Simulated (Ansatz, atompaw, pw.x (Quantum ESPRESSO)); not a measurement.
What a changed setting does to a pw.x run (fcc Al)

Potential: PAW, atompaw 4.2.0.5, PBE; core [Ne], reference 3s2 3p1; waves: 3s (bound): rc 2.22 bohr; 3s channel at 0.2 Ry: rc 2.22 bohr; 3p (bound): rc 2.18 bohr; 3p channel at 1.75 Ry: rc 2.18 bohr; 3d channel at 0.25 Ry: rc 2.22 bohr; 3d channel at 1.7 Ry: rc 2.22 bohr; local part: bessel scheme, radius 1.92 bohr; core correction: smooth core density matched at 2.02 bohr; augmentation: sinc compensation charge, radius 1.82 bohr; PAW radius 2.22 bohr; waves and projectors: custom polynom gramschmidtortho.

The reference run (k-mesh 14³, cutoffs 40/400 Ry, Fermi–Dirac 0.01 Ry, mixing_beta 0.4, conv_thr 1e-9, no spin) gives -0.05 GPa at 16.527 Å³/atom, where all-electron LAPW gives -0.17 GPa. This run, with its own iteration cap, changes degauss to 0.02.

```
&control
  calculation='scf', prefix='x', pseudo_dir='./', outdir='./tmp', tstress=.true., disk_io='none'
/
&system
  ibrav=0, nat=1, ntyp=1, ecutwfc=40, ecutrho=400, nbnd=8,
  occupations='smearing', smearing='fd', degauss=0.02
/
&electrons
  conv_thr=1e-09, mixing_beta=0.4, electron_maxstep=50
/
ATOMIC_SPECIES
Al 1.0 Al.UPF
CELL_PARAMETERS angstrom
  0.00000000 2.02172157 2.02172157
  2.02172157 0.00000000 2.02172157
  2.02172157 2.02172157 0.00000000
ATOMIC_POSITIONS crystal
Al 0.0000 0.0000 0.0000
K_POINTS automatic
14 14 14 0 0 0
```

```bash
pw.x < Al.scf.in > Al.scf.out
```

Q: How does the run end?

A: It converges in 6 iterations; the free energy moves by -40.0 meV/atom and the pressure by +0.35 GPa. In a metal, with Fermi–Dirac smearing, F lies below its zero-width value by a term in the square of the width.

```
Message from routine setup:
     using ibrav=0 with symmetry is DISCOURAGED, use correct ibrav instead
     lattice parameter (alat)  =       5.4030  a.u.
     unit-cell volume          =     111.5297 (a.u.)^3
     number of electrons       =         3.00
     number of Kohn-Sham states=            8
     kinetic-energy cutoff     =      40.0000  Ry
     charge density cutoff     =     400.0000  Ry
     scf convergence threshold =      1.0E-09
     Exchange-correlation= SLA PW PBX PBC
     number of k points=   104  Fermi-Dirac smearing, width (Ry)=  0.0200
     negative rho (up, down):  3.039E-05 0.000E+00
     iteration #  1     ecut=    40.00 Ry     beta= 0.40
     negative rho (up, down):  3.392E-05 0.000E+00
     total energy              =     -39.50585859 Ry
     estimated scf accuracy    <       0.00535515 Ry
     iteration #  2     ecut=    40.00 Ry     beta= 0.40
     negative rho (up, down):  3.920E-05 0.000E+00
     total energy              =     -39.50575672 Ry
     estimated scf accuracy    <       0.00184857 Ry
     iteration #  3     ecut=    40.00 Ry     beta= 0.40
     negative rho (up, down):  3.759E-05 0.000E+00
     total energy              =     -39.50579437 Ry
     estimated scf accuracy    <       0.00000210 Ry
     iteration #  4     ecut=    40.00 Ry     beta= 0.40
     negative rho (up, down):  3.741E-05 0.000E+00
     total energy              =     -39.50579565 Ry
     estimated scf accuracy    <       0.00000065 Ry
     iteration #  5     ecut=    40.00 Ry     beta= 0.40
     negative rho (up, down):  3.708E-05 0.000E+00
     total energy              =     -39.50579567 Ry
     estimated scf accuracy    <       0.00000002 Ry
     iteration #  6     ecut=    40.00 Ry     beta= 0.40
     negative rho (up, down):  3.705E-05 0.000E+00
     the Fermi energy is     7.9196 ev
!    total energy              =     -39.50579568 Ry
     estimated scf accuracy    <          2.0E-10 Ry
     smearing contrib. (-TS)   =      -0.00755038 Ry
     The total energy is F=E-TS. E is the sum of the following terms:
     one-electron contribution =       3.16143926 Ry
     hartree contribution      =       0.00785970 Ry
     xc contribution           =      -1.76161896 Ry
     ewald contribution        =      -5.40030859 Ry
     one-center paw contrib.   =     -35.50561672 Ry
     convergence has been achieved in   6 iterations
     negative rho (up, down):  3.705E-05 0.000E+00
          total   stress  (Ry/bohr**3)                   (kbar)     P=        2.93
     Message from routine punch:
     Nothing written, as per user request (disk_io='none')
```

The run took about 11 s on one core of a shared host (AMD EPYC 7R43 64-Core Processor, 256 threads, 1004 GiB, load 98).
